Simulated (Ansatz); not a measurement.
Compare A (`CC(N)=C=O`) with its isomer B (`C=C1NCO1`).

Gas-phase electronic energies from Ansatz, PBE0-D4/def2-TZVP geometries. CBS: MP2 limit from def2 TZ/QZ plus the TZ coupled-cluster correction, frozen cores. DFT in def2-TZVPP. Each species was taken in one conformer, which may not be the lowest.

Which is lower in electronic energy at CCSD(T)/CBS, and by how much? (Best estimate.)

Ansatz gave: A, by 13.3 kcal/mol.

Give E(B) − E(A) in kcal/mol with CCSD(T)/def2-SVP, ωB97M-V, CCSD(T)/def2-TZVPP, BLYP-D4, CCSD/def2-TZVPP, r2SCAN-D4, B2PLYP. (An estimate is asked.)

Computed: CCSD(T)/def2-SVP 15.4, ωB97M-V 12.6, CCSD(T)/def2-TZVPP 13.3, BLYP-D4 18.7, CCSD/def2-TZVPP 12.7, r2SCAN-D4 14.4, B2PLYP 16.0. None reverses the order clearly.

Does the order hold for the free energy at 298.15 K (harmonic terms from PBE0-D4)? (Best estimate.)

Computed: Yes: G(B) − G(A) = +15.9 kcal/mol, for one conformer each.

Largest T1 diagnostic: 0.015.

At CCSD(T), def2-SVP lies +2.1 kcal/mol from the extrapolated value and def2-TZVPP +0.0 kcal/mol. Leaving LDA and LC-ωPBE aside and taking each functional with its dispersion term where it has one, the values, not all of them listed here, spread over 7.5 kcal/mol, from ωB97X-V to BLYP-D4. LDA lies −5.5 kcal/mol from PBE without D4.
